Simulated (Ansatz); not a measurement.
Write a Python script for Ansatz 0.2.0 through its Python package that makes a single point from an input written key by key of C2H4ClF, SMILES CC(F)Cl. Level of theory: B97M-V, def2-SVP basis, multiplicity 1.

```xyz
8

C     0.0477    0.7429   -0.0517
C    -0.0795   -0.7098    0.1586
F     0.9909   -1.1007    0.8398
Cl   -0.0539   -1.5625   -1.3909
H    -0.8678    1.1503   -0.6339
H     0.0436    1.3234    0.8977
H     0.9347    1.0602   -0.6081
H    -0.9236   -0.9610    0.7328
```

Script `c2h4clf_deck.py`:
```python
import ansatz as az

DECK = '''
crystal:
  periodic: [false, false, false]
  atoms:
    - { symbol: C, position_ang: [0.0477, 0.7429, -0.0517] }
    - { symbol: C, position_ang: [-0.0795, -0.7098, 0.1586] }
    - { symbol: F, position_ang: [0.9909, -1.1007, 0.8398] }
    - { symbol: Cl, position_ang: [-0.0539, -1.5625, -1.3909] }
    - { symbol: H, position_ang: [-0.8678, 1.1503, -0.6339] }
    - { symbol: H, position_ang: [0.0436, 1.3234, 0.8977] }
    - { symbol: H, position_ang: [0.9347, 1.0602, -0.6081] }
    - { symbol: H, position_ang: [-0.9236, -0.961, 0.7328] }
basis:
  gaussian: { orbitals: def2-SVP }
hamiltonian:
  xc: { name: B97M-V }
'''

session = az.Session.from_yaml(DECK)
r = session.plan(threads=1).execute().report

for key in ('converged', 'free_energy_ev', 'reference_energy_ev', 'n_frozen', 'n_occupied', 'n_virtual'):
    print(f'{key:22s} {r[key]}')
symbols = ['C', 'C', 'F', 'Cl', 'H', 'H', 'H', 'H']
state = r['mean_field']['state']
print(f'mean field: {state["energy"]["hartree"]:.7f} Ha, <S^2> = {abs(state["spin_squared"]):.4f}, stability: {state.get("stability", {}).get("kind")}')
```

```console
$ python c2h4clf_deck.py
converged              True
free_energy_ev         -17366.58424638731
reference_energy_ev    -17366.58424638731
n_frozen               0
n_occupied             [21, 21]
n_virtual              [59, 59]
mean field: -638.2101996 Ha, <S^2> = 0.0000, stability: minimum
```

Total energies depend on the basis set; only differences at equal settings carry meaning. The geometry is a force-field or estimated start, not a minimum of this method, and the basis set is short of its limit. Timing: 10 s on 1 thread of Arm Neoverse V1, with other jobs on the host, peak memory 0.19 GiB.
